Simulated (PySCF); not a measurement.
## Which is lower?

The two ends of one reaction step of BH₄ClO, singlet (PBE0-D4/def2-TZVP).

A:

```tsv
atom	x (Å)	y (Å)	z (Å)
B1	0.4385	-0.1942	0.5052
O2	-0.1385	-0.0327	-1.0329
H3	1.4655	0.4203	0.4743
H4	0.4818	-1.3813	0.6541
H5	-0.2751	0.9115	-1.1950
Cl6	-0.8511	0.6135	1.5434
H7	-1.0145	-0.4430	-1.0599
```

B:

| atom | x (Å) | y (Å) | z (Å) |
| --- | --- | --- | --- |
| B1 | 0.4344 | -1.1004 | 0.2661 |
| O2 | -0.3085 | -0.1462 | -0.3443 |
| H3 | 1.2338 | -0.7222 | 1.0672 |
| H4 | 0.2684 | -2.2541 | -0.0099 |
| H5 | -0.2469 | 1.7297 | -0.0658 |
| Cl6 | -0.2563 | 3.0154 | 0.0851 |
| H7 | -0.9429 | -0.4821 | -0.9834 |

PySCF 2.14 with density fitting (its default auxiliary sets; JK sets also for MP2 and CCSD(T)); basis: def2-TZVPP; cores frozen in the correlated methods. B3LYP uses VWN-RPA correlation.

Task: Which structure is lower at CCSD(T), and by how much? (Judge from chemistry; the value comes from the calculation.)

Result: By the calculation: B, by 2.61 kcal/mol (electronic energy, against the other). By their contacts, A is BH₄ClO ([OH2][BH2][Cl]) and B is a complex of BH₃O ([BH2][OH]) + HCl.

Task: Do the other methods give the same order? (Judge from chemistry; the calculation decides.)

Result: By the calculation: Not all: SPW92 gives the other order.

```csv
method,E(B) − E(A) (kcal/mol)
SPW92,4.14
PBE-D4,-0.88
r2SCAN-D4,-0.68
PBE0-D4,-0.18
B3LYP-D4,-4.67
BHLYP-D4,-4.22
wB97M-V,-1.52
HF,-8.74
MP2,-1.34
CCSD,-3.41
CCSD(T),-2.61
```

No T1 diagnostic of these runs exceeds 0.012.

Labels in which every atom is bracketed show which atoms are joined, not bond orders.

For scale, one of the runs: CCSD(T)/def2-TZVPP, 160 basis functions, launched by `OMP_NUM_THREADS=4 python run.py`. The run took 2.6 min on 4 CPU threads of an AMD EPYC (shared host), with 1.2 GiB of host memory at its peak.
